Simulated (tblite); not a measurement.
A geometry optimisation, step by step.

C₃H₆FS (doublet state).
SMILES with atom numbers: `[CH3:1][C@H:2]([F:3])[CH2:4][S:5]` (hydrogens: H6, H7, H8 on C1; H9 on C2; H10, H11 on C4)

Computed with GFN2-xTB (tblite), gas phase: L-BFGS steps from a force-field or distance-geometry start until the largest atomic force falls under 0.01 eV/Å. 14 of its 44 geometries are shown.

Step 0: E = -473.9946 eV, largest atomic force 1.019 eV/Å
```
atom  x, y, z in Å  |  force x, y, z in eV/Å
C1     -1.292   -0.023    0.121   -0.690   0.511   0.145
C2      0.056   -0.423   -0.433    0.006   0.093   0.580
F3      0.216   -1.770   -0.148    0.202  -0.015  -0.087
C4      1.240    0.320    0.213   -0.092  -0.315   0.297
S5      1.394    2.042   -0.370   -0.047  -0.940   0.391
H6     -1.346   -0.159    1.205    0.226   0.067  -0.149
H7     -1.545    1.023   -0.114    0.281  -0.389   0.067
H8     -2.073   -0.655   -0.302    0.105   0.005  -0.107
H9      0.077   -0.335   -1.514    0.082   0.039  -0.355
H10     1.135    0.250    1.317   -0.083   0.502  -0.499
H11     2.145   -0.267    0.000    0.011   0.442  -0.283
```

Step 3: E = -474.0734 eV, largest atomic force 0.269 eV/Å
```
atom  x, y, z in Å  |  force x, y, z in eV/Å
C1     -1.314   -0.013    0.128    0.189  -0.148  -0.052
C2      0.047   -0.421   -0.418   -0.060  -0.156  -0.171
F3      0.226   -1.770   -0.153   -0.012  -0.042  -0.030
C4      1.233    0.300    0.221   -0.085  -0.113  -0.062
S5      1.391    1.987   -0.346   -0.011   0.021   0.033
H6     -1.334   -0.153    1.203    0.007   0.043   0.114
H7     -1.532    1.017   -0.114    0.029   0.159  -0.033
H8     -2.071   -0.655   -0.311   -0.077  -0.002  -0.054
H9      0.082   -0.332   -1.518    0.002   0.042   0.186
H10     1.128    0.283    1.302   -0.059   0.154   0.213
H11     2.149   -0.241   -0.020    0.077   0.043  -0.143
```

Step 7: E = -474.0830 eV, largest atomic force 0.108 eV/Å
```
atom  x, y, z in Å  |  force x, y, z in eV/Å
C1     -1.309   -0.018    0.126   -0.030   0.021   0.021
C2      0.045   -0.436   -0.419    0.024   0.018   0.064
F3      0.225   -1.784   -0.160   -0.022  -0.047  -0.049
C4      1.227    0.290    0.225    0.020   0.057   0.018
S5      1.387    1.984   -0.340   -0.059  -0.020   0.005
H6     -1.331   -0.147    1.207   -0.006   0.006  -0.033
H7     -1.520    1.021   -0.115    0.088  -0.062  -0.008
H8     -2.077   -0.651   -0.315   -0.002   0.047   0.026
H9      0.083   -0.328   -1.510    0.012  -0.025  -0.020
H10     1.121    0.303    1.313    0.016  -0.016  -0.057
H11     2.153   -0.231   -0.038   -0.042   0.022   0.033
```

Step 10: E = -474.0851 eV, largest atomic force 0.073 eV/Å
```
atom  x, y, z in Å  |  force x, y, z in eV/Å
C1     -1.307   -0.020    0.127    0.034  -0.016  -0.001
C2      0.048   -0.442   -0.415   -0.031  -0.005  -0.054
F3      0.221   -1.795   -0.169    0.020   0.059  -0.005
C4      1.226    0.292    0.227   -0.041  -0.035  -0.036
S5      1.377    1.985   -0.339   -0.061  -0.008  -0.008
H6     -1.331   -0.144    1.206   -0.009  -0.012   0.043
H7     -1.504    1.018   -0.118    0.044   0.055  -0.021
H8     -2.081   -0.643   -0.313   -0.016   0.001   0.000
H9      0.085   -0.329   -1.507    0.013  -0.022   0.025
H10     1.121    0.307    1.313    0.021  -0.023   0.016
H11     2.150   -0.227   -0.039    0.025   0.006   0.040
```

Step 13: E = -474.0869 eV, largest atomic force 0.061 eV/Å
```
atom  x, y, z in Å  |  force x, y, z in eV/Å
C1     -1.303   -0.021    0.129   -0.017   0.031  -0.005
C2      0.047   -0.447   -0.416    0.006  -0.019  -0.009
F3      0.221   -1.798   -0.178    0.034  -0.026   0.044
C4      1.222    0.291    0.226    0.018  -0.024   0.022
S5      1.358    1.984   -0.339   -0.046   0.006  -0.014
H6     -1.332   -0.143    1.210    0.014   0.002  -0.010
H7     -1.482    1.020   -0.122   -0.006   0.030   0.019
H8     -2.085   -0.635   -0.311    0.001   0.010  -0.004
H9      0.088   -0.334   -1.505   -0.015   0.015  -0.054
H10     1.123    0.307    1.313   -0.022  -0.022   0.020
H11     2.151   -0.221   -0.034    0.033  -0.003  -0.007
```

Step 17: E = -474.0884 eV, largest atomic force 0.057 eV/Å
```
atom  x, y, z in Å  |  force x, y, z in eV/Å
C1     -1.301   -0.017    0.128    0.037  -0.015  -0.015
C2      0.048   -0.453   -0.418    0.016   0.009   0.010
F3      0.227   -1.804   -0.175   -0.021   0.019   0.005
C4      1.222    0.286    0.228   -0.002   0.013  -0.017
S5      1.332    1.982   -0.341   -0.012  -0.015   0.014
H6     -1.330   -0.142    1.209    0.018   0.008  -0.021
H7     -1.467    1.028   -0.120   -0.015  -0.015   0.021
H8     -2.089   -0.625   -0.310    0.007   0.029  -0.015
H9      0.087   -0.336   -1.511    0.000  -0.029   0.049
H10     1.120    0.300    1.316   -0.017  -0.018  -0.021
H11     2.157   -0.217   -0.031   -0.010   0.016  -0.011
```

Step 20: E = -474.0890 eV, largest atomic force 0.032 eV/Å
```
atom  x, y, z in Å  |  force x, y, z in eV/Å
C1     -1.297   -0.016    0.127   -0.009   0.005   0.011
C2      0.051   -0.455   -0.418   -0.018  -0.007  -0.006
F3      0.227   -1.806   -0.173   -0.014   0.000   0.014
C4      1.222    0.285    0.228   -0.013  -0.008  -0.008
S5      1.319    1.980   -0.341    0.006   0.029   0.009
H6     -1.326   -0.140    1.206    0.011  -0.013   0.023
H7     -1.462    1.029   -0.117    0.002   0.015  -0.004
H8     -2.090   -0.616   -0.312    0.009   0.000  -0.023
H9      0.087   -0.341   -1.509    0.020  -0.025  -0.004
H10     1.116    0.295    1.315    0.002  -0.006   0.001
H11     2.159   -0.212   -0.032    0.004   0.010  -0.012
```

Step 23: E = -474.0895 eV, largest atomic force 0.049 eV/Å
```
atom  x, y, z in Å  |  force x, y, z in eV/Å
C1     -1.295   -0.014    0.127   -0.024   0.017   0.000
C2      0.050   -0.458   -0.418    0.009   0.000   0.005
F3      0.224   -1.807   -0.168   -0.008  -0.025   0.026
C4      1.220    0.284    0.226    0.015   0.022   0.013
S5      1.310    1.983   -0.338    0.004  -0.001   0.019
H6     -1.321   -0.141    1.207   -0.015  -0.015  -0.013
H7     -1.458    1.032   -0.114    0.015   0.003   0.005
H8     -2.088   -0.610   -0.318   -0.003  -0.007   0.010
H9      0.090   -0.349   -1.508    0.001  -0.007  -0.048
H10     1.114    0.289    1.313    0.016   0.006  -0.004
H11     2.160   -0.207   -0.035   -0.010   0.008  -0.014
```

Step 26: E = -474.0899 eV, largest atomic force 0.040 eV/Å
```
atom  x, y, z in Å  |  force x, y, z in eV/Å
C1     -1.294   -0.012    0.126    0.026  -0.018  -0.025
C2      0.050   -0.460   -0.419    0.002   0.001  -0.010
F3      0.220   -1.810   -0.160    0.002   0.030   0.011
C4      1.220    0.285    0.225   -0.007  -0.010  -0.011
S5      1.302    1.986   -0.333    0.001   0.000   0.015
H6     -1.319   -0.145    1.206   -0.026  -0.005  -0.026
H7     -1.453    1.037   -0.111    0.009   0.000   0.007
H8     -2.087   -0.605   -0.322   -0.017   0.003   0.016
H9      0.093   -0.359   -1.512   -0.011  -0.008   0.029
H10     1.114    0.285    1.312    0.020   0.007   0.005
H11     2.161   -0.201   -0.040    0.002   0.001  -0.010
```

Step 30: E = -474.0904 eV, largest atomic force 0.028 eV/Å
```
atom  x, y, z in Å  |  force x, y, z in eV/Å
C1     -1.292   -0.011    0.122   -0.025   0.005   0.011
C2      0.051   -0.463   -0.420   -0.003  -0.001   0.020
F3      0.216   -1.809   -0.147    0.024  -0.013   0.004
C4      1.219    0.286    0.222    0.013   0.006   0.002
S5      1.293    1.991   -0.323   -0.003   0.007   0.000
H6     -1.322   -0.150    1.200   -0.006   0.001   0.010
H7     -1.444    1.041   -0.106   -0.004  -0.003  -0.012
H8     -2.090   -0.597   -0.324   -0.010   0.010  -0.024
H9      0.095   -0.372   -1.513   -0.004   0.004   0.004
H10     1.119    0.281    1.310    0.012  -0.008  -0.006
H11     2.162   -0.194   -0.048    0.005  -0.008  -0.010
```

Step 33: E = -474.0908 eV, largest atomic force 0.034 eV/Å
```
atom  x, y, z in Å  |  force x, y, z in eV/Å
C1     -1.295   -0.010    0.120   -0.004   0.008   0.015
C2      0.050   -0.465   -0.416    0.019  -0.001   0.009
F3      0.219   -1.808   -0.135    0.004  -0.024   0.008
C4      1.220    0.286    0.219    0.009   0.025   0.014
S5      1.287    1.996   -0.314   -0.004  -0.024  -0.001
H6     -1.327   -0.154    1.198   -0.022   0.007   0.015
H7     -1.439    1.044   -0.105   -0.005  -0.010  -0.004
H8     -2.096   -0.589   -0.333    0.018   0.009  -0.013
H9      0.095   -0.382   -1.509   -0.004   0.010  -0.032
H10     1.127    0.276    1.307    0.014  -0.009  -0.001
H11     2.164   -0.190   -0.058   -0.024   0.008  -0.009
```

Step 36: E = -474.0912 eV, largest atomic force 0.026 eV/Å
```
atom  x, y, z in Å  |  force x, y, z in eV/Å
C1     -1.296   -0.009    0.120    0.021  -0.006  -0.003
C2      0.051   -0.467   -0.414   -0.008   0.000  -0.008
F3      0.222   -1.810   -0.127   -0.007   0.019  -0.004
C4      1.222    0.287    0.218   -0.016  -0.020  -0.001
S5      1.281    1.998   -0.309   -0.004   0.002  -0.011
H6     -1.333   -0.156    1.197   -0.018   0.008  -0.001
H7     -1.435    1.044   -0.105    0.000   0.001   0.006
H8     -2.097   -0.583   -0.339    0.023  -0.004  -0.002
H9      0.094   -0.387   -1.508    0.001   0.000   0.019
H10     1.134    0.272    1.307    0.008  -0.006   0.015
H11     2.163   -0.187   -0.066    0.000   0.006  -0.009
```

Step 40: E = -474.0914 eV, largest atomic force 0.018 eV/Å
```
atom  x, y, z in Å  |  force x, y, z in eV/Å
C1     -1.295   -0.009    0.120   -0.014   0.008   0.000
C2      0.051   -0.468   -0.412    0.006   0.004   0.012
F3      0.223   -1.810   -0.120   -0.010  -0.012  -0.001
C4      1.221    0.287    0.218    0.015   0.010   0.004
S5      1.275    1.999   -0.307   -0.006  -0.005  -0.001
H6     -1.341   -0.157    1.196    0.001  -0.001  -0.003
H7     -1.431    1.046   -0.104    0.003   0.007   0.001
H8     -2.095   -0.578   -0.345   -0.002  -0.015  -0.003
H9      0.094   -0.392   -1.506    0.002   0.005  -0.002
H10     1.140    0.267    1.307    0.002  -0.002  -0.005
H11     2.163   -0.183   -0.074    0.005  -0.001  -0.002
```

Step 43: E = -474.0914 eV, largest atomic force 0.008 eV/Å
```
atom  x, y, z in Å  |  force x, y, z in eV/Å
C1     -1.296   -0.008    0.119    0.003  -0.002   0.000
C2      0.051   -0.468   -0.410    0.002  -0.001  -0.002
F3      0.221   -1.810   -0.119   -0.007  -0.001   0.003
C4      1.222    0.287    0.218    0.001  -0.001  -0.002
S5      1.273    1.999   -0.307   -0.004  -0.002   0.002
H6     -1.343   -0.156    1.196    0.001  -0.001   0.002
H7     -1.431    1.047   -0.103   -0.006  -0.003  -0.004
H8     -2.093   -0.580   -0.347   -0.001   0.003   0.000
H9      0.094   -0.392   -1.504    0.003   0.005  -0.002
H10     1.143    0.266    1.308    0.006   0.002  -0.001
H11     2.163   -0.182   -0.077    0.003   0.000   0.003
```

Problem. Summarise the path.

Solution. The energy falls by 2.23 kcal/mol from step 0 to step 43; nine tenths of that is first reached at step 6. It falls at every step. The largest force goes from 1.019 to 0.008 eV/Å. Among the bonds C4–S5 changes most, from 1.825 to 1.791 Å; the atoms move by 0.078 Å rms after alignment.

Problem. Follow the three bonds and two angles with the largest change from start to end.

Solution. 
```
step  E above end (kcal/mol)  largest force (eV/Å)  C4–S5 (Å)  C4–H10 (Å)  C1–H7 (Å)  H10–C4–H11 (°)  S5–C4–H10 (°)
   0                    2.23                 1.019      1.825       1.111      1.101           103.7          112.6
   2                    0.66                 0.345      1.798       1.086      1.079           106.1          110.9
   4                    0.30                 0.139      1.783       1.089      1.085           107.7          109.0
   6                    0.22                 0.122      1.790       1.093      1.089           108.6          108.3
   7                    0.19                 0.108      1.793       1.094      1.088           109.1          108.1
   9                    0.16                 0.071      1.793       1.092      1.086           109.4          108.0
  11                    0.13                 0.074      1.790       1.091      1.085           109.1          108.0
  13                    0.10                 0.061      1.791       1.091      1.086           108.7          107.9
  15                    0.09                 0.053      1.793       1.092      1.087           108.6          107.9
  17                    0.07                 0.057      1.793       1.092      1.087           108.7          108.0
  19                    0.06                 0.045      1.791       1.092      1.086           108.9          108.2
  21                    0.05                 0.040      1.791       1.092      1.086           108.8          108.2
  22                    0.05                 0.052      1.791       1.092      1.087           108.8          108.3
  24                    0.04                 0.037      1.792       1.092      1.087           108.9          108.3
  26                    0.04                 0.040      1.792       1.092      1.087           108.9          108.3
  28                    0.03                 0.045      1.791       1.092      1.086           108.9          108.2
  30                    0.02                 0.028      1.792       1.092      1.086           108.9          108.1
  32                    0.02                 0.038      1.793       1.092      1.087           108.9          108.0
  34                    0.01                 0.030      1.792       1.092      1.087           108.9          108.0
  36                    0.01                 0.026      1.791       1.092      1.087           108.9          108.0
  37                    0.00                 0.024      1.791       1.092      1.087           108.8          108.1
  39                    0.00                 0.018      1.791       1.092      1.086           108.8          108.1
  41                    0.00                 0.018      1.792       1.092      1.087           108.9          108.2
  43                    0.00                 0.008      1.791       1.092      1.087           108.9          108.2
```

The cost below is that of the whole relaxation. On an Arm Neoverse V1 with one thread, shared host, this took 0.16 s wall.
